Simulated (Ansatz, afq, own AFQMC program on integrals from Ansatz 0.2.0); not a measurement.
**CHAl, singlet in 6-31G, levels against full CI**

```yaml
atoms:
  - { symbol: Al, position_ang: [0.0000, 0.0337, 0.6210] }
  - { symbol: C, position_ang: [0.0000, -0.1249, -1.2226] }
  - { symbol: H, position_ang: [0.0000, 0.5868, -2.0559] }
```

Connectivity, by distances: Al–CH.

Basis 6-31G. Noble-gas cores (and the filled d shells of Ga–Kr and In–Xe) are frozen. AFQMC by an in-house program on the Cholesky factors that Ansatz 0.2.0 writes for its CCSD(T) run. ph-AFQMC/CISD is guided by a CISD state made of CCSD amplitudes; releasing the constraint for a short imaginary time cuts its bias at the price of noise, slowly where states lie close. Uncertainties: one standard error, sampling alone.

Determinant: RHF, the one that the program's search chose, which needn't be the lowest solution. The geometry is a PBE0/def2-TZVP stationary point of this or a neighbouring charge and spin state.

Full CI on the same integrals is exact in this basis and with this determinant's frozen core.

Cautions: higher spins were not checked; restricted determinant unstable towards unrestricted (UHF 1.45 eV lower, ⟨S²⟩ 1.17); the search met a lower determinant of the same kind, perhaps of another symmetry (58 meV lower), and this one is a saddle point; strong correlation (T1 0.128, weight of the determinant 0.63, largest double 0.17); (T) is large, 8 % of the CCSD correlation; the released energies are still falling, so no released level is given (meV from the phaseless value at times in 1/Eh: -14 ± 14 at 0.24, -34 ± 15 at 0.51, -53 ± 12 at 0.99, -61 ± 15 at 1.62, -76 ± 15 at 2.40); CCSDTQ on the UHF determinant differs (757 meV lower), perhaps since the unrestricted series falls towards higher spin.

```
T1 diagnostic                               : 0.1276
weight of the determinant in the CISD state : 0.627
size of the correlated space                : 8 electrons in 18 orbitals
```

Reference: full CI, correlation energy -4.311 eV. The cautions show a poor starting determinant, so the rows tell how each method copes with it here, and full CI is the sure value.

```csv
level,E − E(reference) (kJ/mol),share of correlation (%)
HF,415.9,0.00
MP2,153.0,63.22
CCSD,35.0,91.58
CCSD(T),5.5,98.67
CCSDT,3.2,99.24
CCSDT(Q),-4.3,101.03
CCSDTQ,0.3,99.94
ph-AFQMC/CISD,14.8 ± 1.2,96.44
```

CCSDT and higher add their correlation energy to the determinant of the CCSD(T) run, since their own runs factorise the integrals more tightly (a shift of under 2 meV). A walk keeps the symmetry of its determinant, which the program's search chose and which needn't be the lowest solution, so a lower state of the same spin and another symmetry isn't excluded.
